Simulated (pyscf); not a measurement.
Optimised with ωB97X-D3(BJ)/def2-SVP in PySCF.

Estimate the classical barrier height and the reaction energy of `[OH][Si]([OH])([OH])[Cl]` + `[OH2]` → `[OH][Si]([OH])([OH])[OH]` + `[ClH]` at PBE/def2-TZVP. The step runs on the singlet surface, breaks Cl–Si, H–O and forms O–Si, Cl–H; take the separated reactants as zero.

ΔE‡ = 0.49 eV, ΔE = -0.09 eV. ωB97M-D3(BJ)/def2-TZVP gives 0.55 eV and -0.15 eV. Zero-point energy shifts the barrier by +0.11 eV. It is a four-centre exchange, with an imaginary mode of 229i cm⁻¹. On the product side the descent ends in a complex, 0.31 eV under the separated species and 0.97 eV under the saddle at ωB97X-D3(BJ)/def2-TZVP. One saddle was located; it need not be the lowest between these sides.
